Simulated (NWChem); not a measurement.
System: tetrafluoromethane (CF$_{4}$); SMILES FC(F)(F)F

Program: NWChem. Coordinates come from a PBE0/def2-SVP optimisation. Level B3LYP/def2-SVP: energy and gradient on several grids; changes count from the extra-fine grid, which is no exact limit either.

| grid | size of the energy change (μHa) | largest change of a gradient component (μHa/bohr) | time, medium = 1 (rough) |
|---|---|---|---|
| xcoarse | 700 | 800 | about 1 |
| coarse | 20 | 200 | about 1 |
| medium | < 10 | < 30 | about 1 |
| fine | < 10 | < 30 | about 1 |
| xfine | < 10 | < 30 | 3 |
